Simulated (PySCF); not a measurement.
A side-by-side comparison of computed properties.

First species: C₅H₅GeNO.
Numbering: `[N:1]#[C:2][c:3]1[cH:4][cH:5][c:6]([GeH3:7])[o:8]1` (hydrogens: H9 on C4; H10 on C5; H11, H12, H13 on Ge7)

Second species: Fluoroacetonitrile, C2H2FN.
SMILES: `N#CCF`

Levels: PBE0/def2-SVPD for dipole moment, HOMO energy, LUMO energy, HOMO–LUMO gap, static isotropic polarisability and electronic spatial extent ⟨r²⟩ about the centre of nuclear charge; TDDFT PBE0/def2-SVPD for lowest singlet excitation; PBE0-D3(BJ)/def2-SVP for rotational constant A and rotational constant C. Geometries: PBE0-D3(BJ)/def2-SVP. Each structure is a single optimised conformer of the isolated species, non-relativistic unless stated; the electronic structure was computed with PySCF and density fitting.

**Question.** Which of the two has the higher dipole moment, and by how much?

**Answer.** The first: 4.83 D against 3.26 D, a difference of 1.57 D.

**Question.** Which of the two has the higher static isotropic polarisability, and by how much?

**Answer.** The first: 99.6 au against 29.5 au, a difference of 70.1 au.

**Question.** Which has the higher S1 energy?

**Answer.** The second: 7.09 eV against 5.25 eV, a difference of 1.84 eV.

**Question.** Which has the higher ⟨r²⟩?

**Answer.** The first: 1754 bohr² against 269 bohr², a difference of 1485 bohr².

**Question.** Which of the two has the higher HOMO–LUMO gap, and by how much?

**Answer.** The second: 9.30 eV against 5.73 eV, a difference of 3.57 eV.

**Question.** Which of the two has the higher rotational constant C, and by how much?

**Answer.** The second: 4.359 GHz against 0.561 GHz, a difference of 3.798 GHz.

**Question.** Which of the two has the higher HOMO energy, and by how much?

**Answer.** The first: -7.37 eV against -9.94 eV, a difference of 2.57 eV.

**Question.** Which of the two has the higher rotational constant A, and by how much?

**Answer.** The second: 37.061 GHz against 4.402 GHz, a difference of 32.659 GHz.

On the first: The polarisability is 14.75 Å³ as a volume (1 au = 0.148185 Å³), or 1.21 au for each of the 82 electrons. S1 lies 0.48 eV below the HOMO–LUMO gap; its leading configuration is HOMO→LUMO, weight 0.96. The calculation is non-relativistic and has no spin–orbit coupling, an omission that weighs most on germanium.

On the second: In wavenumbers S1 is 57200 cm⁻¹ (1 eV = 8065.54 cm⁻¹). The dipole matches unit charges of opposite sign 0.68 Å apart (1 e·Å = 4.8032 D).
